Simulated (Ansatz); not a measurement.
This geometry of AlClFH3 (6 atoms, charge 0, multiplicity 1) is a first-order saddle point.

Level of theory: Ansatz, RKS PBE-D4/6-31G*.

```xyz
6
Properties=species:S:1:pos:R:3
Al 0.015 -0.297 -0.073
Cl 0.016 0.007 2.349
H 1.432 0.186 -0.610
H -1.430 0.110 -0.600
F 0.063 -1.970 0.581
H 0.049 -1.332 1.763
```

Which two structures does it join? (They come from a converged band through this point; their orientation in space is the band's.)

Bonds broken: F5–H6. Bonds formed: Cl2–H6.

First end point:

```xyz
6
Properties=species:S:1:pos:R:3
Al 0.010 -0.096 0.069
Cl 0.007 0.255 2.266
H 1.428 0.153 -0.610
H -1.424 0.074 -0.602
F 0.065 -2.005 0.672
H 0.059 -1.678 1.615
```

Last end point:

```xyz
6
Properties=species:S:1:pos:R:3
Al 0.013 -0.368 -0.165
Cl 0.024 -0.014 2.410
H 1.426 0.218 -0.610
H -1.429 0.135 -0.619
F 0.058 -1.987 0.448
H 0.054 -1.280 1.946
```

How far does it lie above each of them?

0.125 eV above the first and 0.015 eV above the second. This is the barrier of this one path; another mechanism may lie lower. The orbitals stay closed-shell, which can raise the energy where a bond breaks towards radicals; this wasn't checked here.

Time of the run: 76 s on 1 thread of Arm Neoverse V1, with other jobs on the host, peak memory 0.11 GiB.
